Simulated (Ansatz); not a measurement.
## Worked example: correlation energy of C$_{3}$H$_{6}$, singlet

Geometry: MP2(full)/6-31G*, from the G2/97 set.

```yaml
atoms:
  - { symbol: C, position_ang: [1.2698, 0.1166, 0.0000] }
  - { symbol: C, position_ang: [-0.0215, 0.4621, 0.0000] }
  - { symbol: H, position_ang: [1.5797, -0.9245, 0.0000] }
  - { symbol: H, position_ang: [2.0593, 0.8603, 0.0000] }
  - { symbol: H, position_ang: [-0.2847, 1.5190, 0.0000] }
  - { symbol: C, position_ang: [-1.1612, -0.5094, 0.0000] }
  - { symbol: H, position_ang: [-0.7983, -1.5404, 0.0000] }
  - { symbol: H, position_ang: [-1.7970, -0.3699, 0.8804] }
  - { symbol: H, position_ang: [-1.7970, -0.3699, -0.8804] }
```

Basis 6-31G* (Cartesian d functions); Ansatz 0.2.0. Only valence electrons are correlated (noble-gas cores frozen), which leaves 18 electrons in 54 orbitals. R marks a restricted (for open shells ROHF) determinant.

Full CI isn't at hand for all of this; RCCSDT(Q) serves as the reference, and is uncertain by about the last step of the cluster series.

Runs differ by some tens of microhartree through their thresholds, so steps under 0.03 kcal/mol mean nothing.

| level | total energy (hartree) |
| --- | --- |
| RHF | -117.070683 |
| RMP2 | -117.455536 |
| RCCSD | -117.494158 |
| RCCSD(T) | -117.507862 |
| RCCSDT | -117.508671 |
| RCCSDT(Q) | -117.509343 |

Problem. What is the correlation energy at RCCSDT(Q), and what share of it do RMP2 and RCCSD(T) recover?

Solution. E(corr) = -117.509343 − (-117.070683) = -0.438660 hartree = -11.937 eV. RMP2: -0.384853 / -0.438660 = 87.73 %. RCCSD(T): -0.437179 / -0.438660 = 99.66 %.

Problem. By how many kcal/mol does RCCSD(T) miss RCCSDT(Q) (1 hartree = 627.509 kcal/mol), and which steps make up the rest?

Solution. -117.507862 − (-117.509343) = 0.001481 hartree = 0.93 kcal/mol. Steps: RCCSDT − RCCSD(T) = -0.51, RCCSDT(Q) − RCCSDT = -0.42 kcal/mol. Differences between like states or geometries often cancel part of this.
